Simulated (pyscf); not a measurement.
PySCF, gas phase, ωB97X-D3(BJ)/def2-SVP geometries. Correlated levels are frozen-core, on RHF or UHF. ΔMP2 is the change of the MP2 total energy from the triple- to the quadruple-zeta basis.

### Question
Estimate by transition-state theory the rate constant of `[NH2][B]([OH])[F]` + `[FH]` → `[OH][B]([F])[F]` + `[NH3]` (singlet surface; B–N, F–H broken, B–F, H–N formed) at 298 K, with CCSD(T)/def2-TZVPP + ΔMP2(QZVPP) energies (ideal gas, 1 atm, RRHO with modes under 100 cm⁻¹ raised to 100, one conformer, R ln 2 for chiral ones without a mode under 150 cm⁻¹; no tunnelling).

### Answer
The electronic barrier is 12.7 kcal/mol and the thermal terms add +9.5, so ΔG‡ = 22.3 kcal/mol. With k_BT/h = 6.21e+12 s⁻¹ and RT = 0.592 kcal/mol, and a volume of 4.06e-20 cm³ per molecule at 1 atm, k = 1.2e-23 cm³ molecule⁻¹ s⁻¹. Wigner's tunnelling factor for 955i cm⁻¹ would be 1.88, likely too low at so high a frequency. A shift of 1 kcal/mol in the barrier changes k by a factor 5.4. On the reactant side the descent ends in a complex, 6.5 kcal/mol under the separated species and 16.3 kcal/mol under the saddle at ωB97X-D3(BJ)/def2-TZVP. On the product side the descent ends in an adduct with a B–N contact, 14.4 kcal/mol under the separated species and 33.4 kcal/mol under the saddle at ωB97X-D3(BJ)/def2-TZVP. What is counted as broken (B–N) persists as a longer contact in the product adduct; parting that adduct is a step of its own. At ωB97X-D3(BJ)/def2-TZVP the barrier from the zero used here is 9.8 kcal/mol. One saddle was located; it need not be the lowest between these sides. The CCSD(T) − MP2 part came from Ansatz, without density fitting, on the same reference.
